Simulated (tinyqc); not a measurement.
Worked calculation: RKS/LDA (PW92) in the sto-6g basis, for H2O, spin multiplicity 1. One step of it, computed by the program tinyqc.

Problem. Iteration 2: building the Kohn-Sham matrix. J_ij = sum D_kl (ij|kl); F = H + J + V_xc; E = tr D H + tr D J / 2 + E_xc + E_nn.

D after iteration 1:
```
            1O 1s      1O 2s    1O 2px     1O 2py     1O 2pz      2H 1s      3H 1s
1O 1s    2.121562  -0.548610  0.000000   0.012162  -0.012150   0.098362   0.094098
1O 2s   -0.548610   2.529710  0.000000  -0.059327   0.032041  -0.695255  -0.623238
1O 2px   0.000000   0.000000  2.000000   0.000000   0.000000   0.000000   0.000000
1O 2py   0.012162  -0.059327  0.000000   0.041326   0.005476   0.233210  -0.163982
1O 2pz  -0.012150   0.032041  0.000000   0.005476   0.023217   0.143593   0.117785
2H 1s    0.098362  -0.695255  0.000000   0.233210   0.143593   2.013182   0.034863
3H 1s    0.094098  -0.623238  0.000000  -0.163982   0.117785   0.034863   2.031533
```

core Hamiltonian H = T + V (hartree):
```
             1O 1s      1O 2s     1O 2px     1O 2py     1O 2pz      2H 1s      3H 1s
1O 1s   -32.764777  -7.240002   0.000000  -0.001145  -0.010649  -0.944878  -0.758421
1O 2s    -7.240002  -8.989761   0.000000  -0.012881  -0.125499  -2.308640  -1.941801
1O 2px    0.000000   0.000000  -7.259294   0.000000   0.000000   0.000000   0.000000
1O 2py   -0.001145  -0.012881   0.000000  -7.343173  -0.005932  -1.449555   1.249113
1O 2pz   -0.010649  -0.125499   0.000000  -0.005932  -7.299556  -1.030027  -0.889456
2H 1s    -0.944878  -2.308640   0.000000  -1.449555  -1.030027  -4.139913  -0.568547
3H 1s    -0.758421  -1.941801   0.000000   1.249113  -0.889456  -0.568547  -3.907088
```

Two-electron integrals (ij|kl) in chemists' order, unique and non-zero (hartree):
```
(11|11) 4.787491    (21|11) 0.675884    (21|21) 0.121505    (22|11) 1.117379
(22|21) 0.249212    (22|22) 0.817383    (31|31) 0.025762    (32|31) 0.039145
(32|32) 0.180664    (33|11) 1.117381    (33|21) 0.249212    (33|22) 0.817382
(33|33) 0.880663    (41|41) 0.025762    (42|41) 0.039145    (42|42) 0.180664
(43|43) 0.047461    (44|11) 1.117381    (44|21) 0.249212    (44|22) 0.817382
(44|33) 0.785741    (44|44) 0.880663    (51|51) 0.025762    (52|51) 0.039145
(52|52) 0.180664    (53|53) 0.047461    (54|54) 0.047461    (55|11) 1.117381
(55|21) 0.249212    (55|22) 0.817382    (55|33) 0.785741    (55|44) 0.785741
(55|55) 0.880663    (61|11) 0.093127    (61|21) 0.016062    (61|22) 0.032277
(61|33) 0.032209    (61|41) 0.000648    (61|42) 0.001274    (61|44) 0.032347
(61|51) 0.000449    (61|52) 0.000883    (61|54) 0.000095    (61|55) 0.032275
(61|61) 0.002164    (62|11) 0.249841    (62|21) 0.056618    (62|22) 0.208624
(62|33) 0.205026    (62|41) 0.003745    (62|42) 0.028817    (62|44) 0.212318
(62|51) 0.002595    (62|52) 0.019966    (62|54) 0.005052    (62|55) 0.208526
(62|61) 0.007543    (62|62) 0.069362    (63|31) 0.005972    (63|32) 0.034646
(63|43) 0.005807    (63|53) 0.004024    (63|63) 0.009247    (64|11) 0.157622
(64|21) 0.036193    (64|22) 0.142125    (64|33) 0.135962    (64|41) 0.008004
(64|42) 0.052673    (64|44) 0.152221    (64|51) 0.001407    (64|52) 0.012490
(64|54) 0.007241    (64|55) 0.138192    (64|61) 0.005017    (64|62) 0.057403
(64|64) 0.056120    (65|11) 0.109208    (65|21) 0.025076    (65|22) 0.098470
(65|33) 0.094201    (65|41) 0.001407    (65|42) 0.012490    (65|44) 0.097418
(65|51) 0.006947    (65|52) 0.043299    (65|54) 0.008037    (65|55) 0.103792
(65|61) 0.003476    (65|62) 0.039771    (65|64) 0.032475    (65|65) 0.031748
(66|11) 0.426766    (66|21) 0.098486    (66|22) 0.417050    (66|33) 0.401717
(66|41) 0.007553    (66|42) 0.081673    (66|44) 0.432796    (66|51) 0.005233
(66|52) 0.056587    (66|54) 0.021533    (66|55) 0.416636    (66|61) 0.013209
(66|62) 0.185164    (66|64) 0.174296    (66|65) 0.120760    (66|66) 0.774999
(71|11) 0.074673    (71|21) 0.012884    (71|22) 0.025905    (71|33) 0.025851
(71|41) -0.000519   (71|42) -0.001023   (71|44) 0.025960    (71|51) 0.000360
(71|52) 0.000709    (71|54) -0.000075   (71|55) 0.025904    (71|61) 0.001707
(71|62) 0.005831    (71|64) 0.003571    (71|65) 0.002692    (71|66) 0.010126
(71|71) 0.001392    (72|11) 0.208682    (72|21) 0.047328    (72|22) 0.175407
(72|33) 0.172360    (72|41) -0.003128   (72|42) -0.024459   (72|44) 0.178537
(72|51) 0.002167    (72|52) 0.016945    (72|54) -0.004280   (72|55) 0.175325
(72|61) 0.006073    (72|62) 0.045028    (72|64) 0.026229    (72|65) 0.025162
(72|66) 0.095267    (72|71) 0.005061    (72|72) 0.050036    (73|31) 0.004885
(73|32) 0.028683    (73|43) -0.004883   (73|53) 0.003383    (73|63) 0.005650
(73|73) 0.006510    (74|11) -0.134736   (74|21) -0.030951   (74|22) -0.122177
(74|33) -0.116980   (74|41) 0.006598    (74|42) 0.044142    (74|44) -0.130682
(74|51) -0.001187   (74|52) -0.010710   (74|54) 0.006109    (74|55) -0.118869
(74|61) -0.003812   (74|62) -0.027059   (74|64) -0.010684   (74|65) -0.014828
(74|66) -0.053995   (74|71) -0.003437   (74|72) -0.042316   (74|74) 0.041787
(75|11) 0.093346    (75|21) 0.021443    (75|22) 0.084645    (75|33) 0.081044
(75|41) -0.001187   (75|42) -0.010710   (75|44) 0.083770    (75|51) 0.005707
(75|52) 0.036103    (75|54) -0.006772   (75|55) 0.089119    (75|61) 0.002863
(75|62) 0.025557    (75|64) 0.014660    (75|65) 0.019670    (75|66) 0.058441
(75|71) 0.002381    (75|72) 0.029317    (75|74) -0.024440   (75|75) 0.023442
(76|11) 0.055766    (76|21) 0.012776    (76|22) 0.051323    (76|33) 0.050208
(76|41) -0.000019   (76|42) -0.000221   (76|44) 0.051233    (76|51) 0.000911
(76|52) 0.008472    (76|54) -0.000050   (76|55) 0.052527    (76|61) 0.001679
(76|62) 0.016777    (76|64) 0.012099    (76|65) 0.010860    (76|66) 0.047015
(76|71) 0.001349    (76|72) 0.014492    (76|74) -0.010844   (76|75) 0.009558
(76|76) 0.005349    (77|11) 0.397740    (77|21) 0.091834    (77|22) 0.391220
(77|33) 0.377651    (77|41) -0.006670   (77|42) -0.073846   (77|44) 0.405155
(77|51) 0.004621    (77|52) 0.051161    (77|54) -0.019055   (77|55) 0.390852
(77|61) 0.011770    (77|62) 0.106543    (77|64) 0.059048    (77|65) 0.064043
(77|66) 0.252473    (77|71) 0.009870    (77|72) 0.152361    (77|74) -0.146290
(77|75) 0.101351    (77|76) 0.047015    (77|77) 0.774999
```

nuclear repulsion = 6.92238276 hartree

V_xc (hartree):
```
            1O 1s      1O 2s     1O 2px     1O 2py     1O 2pz      2H 1s      3H 1s
1O 1s   -2.911179  -0.353681   0.000000   0.000611  -0.000626  -0.050641  -0.040651
1O 2s   -0.353681  -0.703035   0.000000   0.002667  -0.017803  -0.183811  -0.153829
1O 2px   0.000000   0.000000  -0.762501   0.000000   0.000000   0.000000   0.000000
1O 2py   0.000611   0.002667   0.000000  -0.679496  -0.002457  -0.130692   0.111607
1O 2pz  -0.000626  -0.017803   0.000000  -0.002457  -0.667000  -0.094608  -0.080176
2H 1s   -0.050641  -0.183811   0.000000  -0.130692  -0.094608  -0.522803  -0.045892
3H 1s   -0.040651  -0.153829   0.000000   0.111607  -0.080176  -0.045892  -0.520226
```

E_xc = sum of w rho eps_xc = -8.32439348 hartree

Give: Coulomb J; Kohn-Sham matrix F; total energy of this density.

Solution.

Coulomb J (hartree):
```
          1O 1s    1O 2s  1O 2px   1O 2py  1O 2pz   2H 1s    3H 1s
1O 1s   15.8159   2.7384  0.0000  -0.0019  0.0201  0.3666   0.2942
1O 2s    2.7384   7.1474  0.0000  -0.0045  0.2108  1.9108   1.6143
1O 2px   0.0000   0.0000  7.2156   0.0000  0.0000  0.0000   0.0000
1O 2py  -0.0019  -0.0045  0.0000   7.1440  0.0056  1.3337  -1.1551
1O 2pz   0.0201   0.2108  0.0000   0.0056  7.0827  0.9716   0.8388
2H 1s    0.3666   1.9108  0.0000   1.3337  0.9716  4.5297   0.5027
3H 1s    0.2942   1.6143  0.0000  -1.1551  0.8388  0.5027   4.3953
```

Kohn-Sham matrix F (hartree):
```
           1O 1s    1O 2s   1O 2px   1O 2py   1O 2pz    2H 1s    3H 1s
1O 1s   -19.8601  -4.8553   0.0000  -0.0025   0.0088  -0.6289  -0.5049
1O 2s    -4.8553  -2.5454   0.0000  -0.0147   0.0675  -0.5817  -0.4814
1O 2px    0.0000   0.0000  -0.8062   0.0000   0.0000   0.0000   0.0000
1O 2py   -0.0025  -0.0147   0.0000  -0.8787  -0.0028  -0.2465   0.2056
1O 2pz    0.0088   0.0675   0.0000  -0.0028  -0.8838  -0.1530  -0.1309
2H 1s    -0.6289  -0.5817   0.0000  -0.2465  -0.1530  -0.1330  -0.1117
3H 1s    -0.5049  -0.4814   0.0000   0.2056  -0.1309  -0.1117  -0.0320
```

total energy of this density = -74.033388 hartree
